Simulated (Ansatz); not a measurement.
Geometry optimisation, RKS PBE0-D4/6-31G* (Ansatz 0.2.0).

input.yaml

```yaml
crystal:
  periodic: [false, false, false]
  atoms:
    - { symbol: Si, position_ang: [0.0, 0.0, 0.0] }
    - { symbol: F, position_ang: [0.0, 0.0, 1.94] }
    - { symbol: H, position_ang: [1.3768, 0.0, -0.4862] }
    - { symbol: H, position_ang: [-0.6877, 1.1914, -0.4862] }
    - { symbol: H, position_ang: [-0.6877, -1.1914, -0.4862] }
    - { symbol: S, position_ang: [-2.3345, 0.0, 0.7757] }
    - { symbol: H, position_ang: [-3.0901, -0.8728, -0.0163] }
    - { symbol: H, position_ang: [-1.1646, 0.0, 1.8597] }
basis:
  gaussian: { orbitals: "6-31G*" }
hamiltonian:
  xc: pbe0
  dispersion: d4
relax:
  f_tol: 0.15
  max_steps: 25
  restrain:
    - { distance: [0, 5], at: 3.36, k: 30.0 }
    - { distance: [7, 1], at: 2.12, k: 30.0 }
    - { distance: [0, 1], at: 1.59, k: 30.0 }
    - { distance: [7, 5], at: 1.4, k: 30.0 }
```

Launched with:

```bash
$ ansatz run input.yaml --threads 1 --pin off --max-ram 2048MiB --backend cpu --events-out ev --progress --plain --runs-dir out
```

Problem. Where does it end, and by what steps?

Solution. It converged. The restraints hold the end off the free minimum. After 10 steps the energy has fallen by 3.441 eV (the restraints' own energy left out); H7 moved furthest, 0.79 Å. Parted: Si1–S6 (2.46 → 3.37 Å).

| step | energy less start (eV) | largest force component (eV/Å) | accepted |
| --- | --- | --- | --- |
| 0 | 0.0000 | 3.107 | yes |
| 1 | -0.7216 | 3.413 | yes |
| 2 | -1.6777 | 4.811 | yes |
| 3 | -2.6663 | 3.540 | yes |
| 4 | -3.3040 | 1.253 | yes |
| 5 | -3.3941 | 0.807 | yes |
| 6 | -3.4220 | 0.693 | yes |
| 7 | -3.4222 | 0.905 | no |
| 8 | -3.4304 | 0.665 | yes |
| 9 | -3.4349 | 0.666 | yes |
| 10 | -3.4409 | 0.646 | yes |

```xyz
8
Properties=species:S:1:pos:R:3
Si 0.274 0.051 -0.098
F 0.158 -0.141 1.493
H 1.724 -0.006 -0.431
H -0.274 1.368 -0.501
H -0.417 -1.063 -0.792
S -2.940 0.152 0.901
H -3.172 -1.159 0.711
H -1.940 -0.075 1.818
```

Run time: 29 s on 1 thread of Arm Neoverse V1, on a shared host, peak memory 0.13 GiB.
